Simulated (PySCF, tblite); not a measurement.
Dissociation curve of H2, singlet.

Levels: GFN2-xTB, 300 K electronic temperature (tblite); RKS-wB97X-V = PySCF with restricted wB97X-V/cc-pVQZ; UCCSD(T) = CCSD(T) on UHF/cc-pVQZ (PySCF); UKS-r2SCAN = unrestricted r2SCAN/cc-pVQZ (PySCF); UKS-wB97X-V = PySCF 2.14.0 with unrestricted wB97X-V/cc-pVQZ.

Energies are in kcal/mol, each relative to the lowest point of its own curve near equilibrium.

```
R / Å  GFN2-xTB  RKS-wB97X-V  UCCSD(T)  UKS-r2SCAN  UKS-wB97X-V
-----  --------  -----------  --------  ----------  -----------
0.56       25.2         21.5      21.1        21.1         21.5
0.60       14.9         11.8      11.6        11.5         11.8
0.63        9.4          6.9       6.7         6.6          6.9
0.66        5.5          3.4       3.3         3.3          3.4
0.70        2.1          0.8       0.8         0.8          0.8
0.73        0.7          0.1       0.0         0.0          0.1
0.75        0.2          0.0       0.0         0.0          0.0
0.77        0.0          0.3       0.3         0.3          0.3
0.79        0.0          0.8       0.8         0.9          0.8
0.83        0.8          2.7       2.7         2.7          2.7
0.86        1.7          4.5       4.5         4.6          4.5
0.93        5.3         10.2      10.1        10.3         10.2
1.02       11.7         19.3      18.8        19.2         19.3
1.11       19.0         29.4      28.2        29.1         29.4
1.23       29.2         43.4      41.0        42.7         43.4
1.34       38.6         56.2      52.2        55.0         56.2
1.51       52.2         75.0      67.5        72.2         75.0
1.64       61.9         88.2      77.3        81.2         86.6
1.81       73.2        103.8      87.4        89.5         96.1
2.03       85.9        121.5      96.6        96.6        102.4
2.25       96.1        136.5     102.2       101.1        105.4
2.59      107.6        155.1     106.5       104.7        107.2
2.96      115.2        170.5     108.3       106.4        107.6
```

At the longest distance, 2.96 Å, RKS-wB97X-V lies highest above its minimum (170.5 kcal/mol) and UKS-r2SCAN lowest (106.4 kcal/mol).

The restricted form behind RKS-wB97X-V keeps the bonding electrons paired and can't separate into open-shell fragments. The unrestricted determinant behind UCCSD(T) is spin-contaminated at 1.23 to 2.96 Å (<S²> up to 1.0, against 0.00 for a pure singlet). The unrestricted determinant behind UKS-r2SCAN is spin-contaminated at 1.51 to 2.96 Å (<S²> up to 1.0, against 0.00 for a pure singlet). The unrestricted determinant behind UKS-wB97X-V is spin-contaminated at 1.64 to 2.96 Å (<S²> up to 1.0, against 0.00 for a pure singlet).
